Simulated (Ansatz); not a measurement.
Results of LDA (Ansatz, a quantum-chemistry and plane-wave program, plane waves, PAW) for bcc Cs.

Settings: plane-wave cutoff 520 eV, 12×12×12 k mesh, Fermi–Dirac smearing 0.1 eV, perturbation theory, scalar-relativistic PAW data made under PBE.

Computed at the level's own relaxed cell.

Cs has the cubic space group Im-3m (No. 229), the bcc (W type) structure, Pearson symbol cI2. Conventional cell: a = 5.7616 Å, b = 5.7616 Å, c = 5.7616 Å, α = 90.00°, β = 90.00°, γ = 90.00°. Cs on 2a is surrounded by 8 Cs at 4.990 Å and 6 Cs at 5.762 Å. (Neighbours: up to the widest gap in distance over summed covalent radii, below 1.35, at either atom.)
(The calculation used a cell of 1 atom; values per cell refer to that cell.)

Harmonic phonon frequencies (cm⁻¹; i marks an imaginary mode):

| q point | frequencies |
|---|---|
| H | 37 37 37 |
| N | [?] |
| P | [?] |

Question: Complete the blanks.

Answer: 
- N, frequencies: 8 24 41
- P, frequencies: 30 30 30

No imaginary mode appears at these points.
